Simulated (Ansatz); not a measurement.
## Which is lower?

The two ends of one reaction step of CH$_{6}$BN, singlet (PBE0-D4/def2-TZVP).

A:

| atom | x (Å) | y (Å) | z (Å) |
| --- | --- | --- | --- |
| B1 | -0.4761 | 0.0658 | -0.3364 |
| C2 | 0.2993 | 0.7901 | 0.8185 |
| N3 | -0.0424 | -1.1442 | -0.8694 |
| H4 | 0.7842 | -1.6212 | -0.5493 |
| H5 | -1.4788 | 0.5386 | -0.8018 |
| H6 | 1.1952 | 0.2626 | 1.1588 |
| H7 | 0.5984 | 1.7960 | 0.5047 |
| H8 | -0.3556 | 0.9365 | 1.6842 |
| H9 | -0.5243 | -1.6243 | -1.6094 |

B:

B1  (-1.358, -0.413, -1.400)
C2  (0.898, 0.724, 1.254)
N3  (-0.847, -1.475, -1.761)
H4  (0.946, -0.174, 0.638)
H5  (-1.845, 0.596, -1.057)
H6  (1.740, 0.739, 1.946)
H7  (0.939, 1.606, 0.615)
H8  (-0.034, 0.727, 1.819)
H9  (-0.440, -2.330, -2.054)
(Å)

Program: Ansatz 0.2.0. Basis: def2-TZVPP. Cores are frozen in the correlated methods. B3LYP uses VWN-RPA correlation.

**Question.** Which structure is lower at CCSD(T), and by how much? (An estimate is asked for; the value comes from the calculation.)

**Answer.** The calculation gives: A, by 1.371 eV (electronic energy, against the other). By their contacts, A is CH₆BN ([CH3][BH][NH2]) and B is a complex of BNH₂ ([BH][NH]) + CH₄.

All methods give the same order:

| method | E(B) − E(A) (eV) |
| --- | --- |
| SPW92 | 1.775 |
| PBE-D4 | 1.458 |
| BLYP-D4 | 1.222 |
| r2SCAN-D4 | 1.496 |
| B97M-V | 1.465 |
| PBE0-D4 | 1.590 |
| B3LYP-D4 | 1.357 |
| r2SCAN0-D4 | 1.594 |
| BHLYP-D4 | 1.498 |
| CAM-B3LYP-D4 | 1.436 |
| wB97X-V | 1.513 |
| wB97M-V | 1.438 |
| B2PLYP | 1.322 |
| PBE-QIDH | 1.579 |
| RPA on PBE | 1.315 |
| HF | 1.400 |
| MP2 | 1.354 |
| CCSD | 1.405 |
| CCSD(T) | 1.371 |

T1 diagnostic: at most 0.013.

Labels in which every atom is bracketed show which atoms are joined, not bond orders.

For scale, one of the runs: CCSD(T)/def2-TZVPP, 177 basis functions, launched by `ansatz run in.yaml --threads 2 --pin off --events-out ev --progress --plain --max-ram 4352MiB`. Time: 16 s of wall clock on 2 CPU threads of an Intel Xeon Platinum 8488C; the host was shared. Peak host memory: 1.7 GiB.
